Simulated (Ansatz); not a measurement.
Rock-salt HfC was calculated with HSE06 (Ansatz, a first-principles code, plane waves, PAW).

Run with plane-wave cutoff 460 eV, 10×10×10 k mesh, Fermi–Dirac smearing 0.05 eV, scalar-relativistic PAW data made under PBE.

Pressure at four volumes; x = ln(V/12.498 Å³). One pressure is withheld.

```tsv
V (Å³/atom)	x	P (GPa)
11.873	-0.0513	14.05
12.498	0.0000	0.04
12.810	0.0247	-5.78
13.123	0.0488	?
```

Task: Pass a parabola P(x) through the three rows shown, estimate the bulk modulus and its pressure derivative near zero pressure, and predict the withheld pressure.

Result: Slopes between the rows: (0.04 − (14.05))/(0.0000 − (-0.0513)) = -273.10 and (-5.78 − (0.04))/(0.0247 − (0.0000)) = -235.63 GPa. Their difference over the span 0.0760 is c = 37.47/0.0760 = 493.0 GPa, so P(x) = 14.05 + (-273.10)(x − (-0.0513)) + 493.0 (x − (-0.0513))(x − (0.0000)). At the middle row B = −dP/dx = −[-273.10 + 493.0 × 0.0513] = 247.8 GPa, and B′ = dB/dP = 2c/B = 4.0. At x = 0.0488 the parabola gives -10.88 GPa; the run gives -10.93 GPa. The Birch–Murnaghan fit to the energies at all volumes has B0 = 247 GPa and B′ = 3.9.

Measured, for comparison: bulk modulus 242 GPa (room temperature, not corrected to a static lattice, sources range from 242 to 286; as tabulated in Synthesis of Binary Transition Metal Nitrides, Carbides and Borides from the …). Computed less measured: bulk modulus +2.1 % (inside the range of the sources held). A static lattice is as a rule a little smaller and stiffer than an uncorrected measurement, which can account for part of this in the bulk modulus.

Spin–orbit coupling is not included.
